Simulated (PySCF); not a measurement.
Stepwise substitution at one centre (Si SH-H). All species are isolated molecules in the gas phase. One relaxed conformer stands for each flexible species; it need not be the lowest. Strings in code marks are SMILES. All members: neutral, multiplicity 1. Level: PBE0-D3(BJ)/def2-TZVP (PySCF). Delta-SCF ions had no search for a lower state.  The removal energy is E(N − 1 electrons) − E(N electrons) at the parent's geometry; ε(HOMO) is measured against the vacuum level.

| species | −ε(HOMO) (eV) | vertical ionisation energy (Delta-SCF) (eV) |
|---|---|---|
| `S[SiH2]S` (H–S–Si–S torsion 56°, S–Si–S–H torsion 56°) | 7.48 | 9.49 |
| `[SiH3]S` | 7.51 | 9.84 |
| `S[SiH](S)S` | 7.59 | 9.42 |
| `S[Si](S)(S)S` | 7.61 | withheld |
| `[SiH4]` | 9.86 | 12.43 |

Task: Fit vertical ionisation energy (Delta-SCF) = a + b·x to the 4 complete rows by least squares, with x = −ε(HOMO) in eV. Give a, b and the rms residual, and predict the withheld value.

Result: Means of the 4 rows: x̄ = 8.11, ȳ = 10.295 eV. Σ(x − x̄)² = 4.0898 and Σ(x − x̄)(y − ȳ) = 4.9714, so b = 1.216 and a = ȳ − b·x̄ = 0.433 eV. The rms residual is 0.184 eV. At x = 7.61 the line gives 9.69 eV. The run for `S[Si](S)(S)S` gave 9.34 eV, so the line is off by 0.35 eV, within twice the rms residual.

Codes: PySCF.
